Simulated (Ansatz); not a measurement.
Start from `FC1C=C1S` and change one atom or group to get `FC1C=C1`.

Ansatz, PBE0-D4/def2-TZVP geometries, multiplicity 1. Each molecule was computed in one conformer, which needn't be the lowest.

```csv
property,`FC1C=C1S`
zero-point energy (PBE0-D4/def2-TZVP) / kJ/mol,129.6
HOMO–LUMO gap (PBE0/def2-TZVPP) / eV,7.00
size of the dipole moment (B3LYP/def2-TZVPP) / D,1.77
HOMO energy (ωB97M-V/def2-TZVPP) / eV,-9.30
"ideal-gas entropy at 298 K and 1 bar (rigid rotor, harmonic PBE0-D4/def2-TZVP) / J/(mol·K)",309
HOMO–LUMO gap (B3LYP/def2-TZVPP) / eV,6.55
```

Question: What does the change do to each property? (Estimate.)

Answer: Ansatz gave: 
```tsv
property	`FC1C=C1`	shift
zero-point energy (PBE0-D4/def2-TZVP) / kJ/mol	129.0	-0.6
HOMO–LUMO gap (PBE0/def2-TZVPP) / eV	8.07	1.07
size of the dipole moment (B3LYP/def2-TZVPP) / D	2.27	0.50
HOMO energy (ωB97M-V/def2-TZVPP) / eV	-10.74	-1.44
ideal-gas entropy at 298 K and 1 bar (rigid rotor, harmonic PBE0-D4/def2-TZVP) / J/(mol·K)	267	-42
HOMO–LUMO gap (B3LYP/def2-TZVPP) / eV	7.58	1.03
```

With PBE0 the HOMO falls by 1.21 eV and the LUMO falls by 0.14 eV, so the gap widens by about 1.07 eV. PBE moves the HOMO by -0.77 eV and ωB97M-V by -1.44 eV. The zero-point energy changes by -0.6 kJ/mol with -3 modes. Dipoles are sizes alone; their direction can turn.

B3LYP here is the variant with VWN-RPA as its local correlation; programs differ in this.
